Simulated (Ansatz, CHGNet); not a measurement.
For rock-salt LiCl, the machine-learned potential CHGNet 0.3.0 (trained on PBE and PBE+U data) gives:

```
Quantity                     Result
-------------------------  --------
elastic constant C11       62.7 GPa
elastic constant C44       18.9 GPa
polycrystal shear modulus  16.1 GPa
```

Problem. What does r²SCAN0 in Ansatz (PAW) give for the same quantities?

Solution. 
- elastic constant C11: 62.5 GPa (stays essentially unchanged)
- elastic constant C44: 28.3 GPa (goes up by 50 %)
- Voigt–Reuss–Hill shear modulus: 24.6 GPa (increases by 53 %)

For comparison: elastic constant C11 58.6 GPa (measured, 4 K, zero-point motion not removed; as tabulated in Harker's crystal data pages); elastic constant C44 26.7 GPa (measured, 4 K, zero-point motion not removed; as tabulated in Harker's crystal data pages).

Changes are worked out from the printed values.

Unless a cell is named, each level is at its own relaxed cell (CHGNet 0.3.0 17.03, r²SCAN0 16.51 Å³/atom).

Ansatz's density-functional and Hartree–Fock values are scalar-relativistic unless marked +SOC, with PAW data made under PBE.

Ansatz is a first-principles code.
